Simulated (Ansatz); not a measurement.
Saddle point of CH7Si, doublet (SiH₄ + CH₃ → SiH₃ + CH₄; bonds formed: H1–C3; bonds broken: H1–Si2), PBE0-D4/def2-TZVP structure:

```
9
angstrom
H -0.0769 -0.0121 -0.0418
Si 1.3279 0.2218 0.6843
C -1.5099 -0.2522 -0.7784
H 1.3067 1.5209 1.4085
H 1.5779 -0.8775 1.6546
H 2.4177 0.2411 -0.3278
H -1.5130 -1.3330 -0.8529
H -1.3512 0.3010 -1.6962
H -2.1792 0.1899 -0.0503
```

Energies are electronic, without zero-point energy. Barriers and step energies count from the start structure reached by relaxing down the imaginary mode; all methods use the PBE0-D4 structures, on which another method's saddle can fall below an end. Ansatz 0.2.0; basis: def2-TZVPP, with def2-QZVPP for the basis limit; cores frozen in the correlated methods; orbitals are unrestricted. B3LYP uses VWN-RPA correlation. Extrapolation: Hartree–Fock as exp(−7.88 √X), correlation as X^−2.97.

| method | barrier (kJ/mol) | step energy (kJ/mol) |
| --- | --- | --- |
| SPW92 | -19.0 | -94.1 |
| PBE-D4 | 6.5 | -79.8 |
| BLYP-D4 | 14.5 | -70.0 |
| r2SCAN-D4 | 22.0 | -66.7 |
| B97M-V | 22.0 | -70.3 |
| PBE0-D4 | ? | -73.8 |
| B3LYP-D4 | 23.9 | -66.9 |
| r2SCAN0-D4 | 29.4 | -64.4 |
| BHLYP-D4 | ? | -57.9 |
| CAM-B3LYP-D4 | 30.3 | -65.4 |
| wB97X-V | 31.1 | -64.5 |
| wB97M-V | 34.4 | -64.1 |
| B2PLYP | 34.0 | -66.6 |
| PBE-QIDH | ? | -70.3 |
| RPA on PBE | 41.6 | -66.8 |
| HF | 78.7 | -38.7 |
| MP2 | 42.2 | -73.5 |
| CCSD | 44.2 | -62.9 |
| CCSD(T) | 38.7 | -66.1 |

(1) Fill in the withheld barriers. (An estimate is asked for; the value comes from the calculation.)

The T1 diagnostic stays at or below 0.016. ⟨S²⟩ of the unrestricted Hartree–Fock references: 0.75 to 0.78 (a pure state has 0.75). The end structure is not quite a true minimum (one mode of 36i cm⁻¹).

Answers

(1) Computed: PBE-QIDH 33.9; PBE0-D4 20.0; BHLYP-D4 38.7 kJ/mol. Each is the energy of the saddle less that of the start structure, by the same method.

For comparison, the barrier by CCSD(T) at an estimated basis limit (MP2 extrapolated from triple and quadruple zeta, plus CCSD(T) − MP2 in triple zeta) is 37.0 kJ/mol.

Radical steps of this kind take place in plasma deposition and etching.

For scale, one of the runs: CCSD(T)/def2-TZVPP, 171 basis functions, launched by `ansatz run in.yaml --threads 2 --pin off --events-out ev --progress --plain --max-ram 4352MiB`. Hardware: 2 CPU threads of an AMD EPYC 9R45, shared host. Wall time 21 s; peak host memory 3.4 GiB.
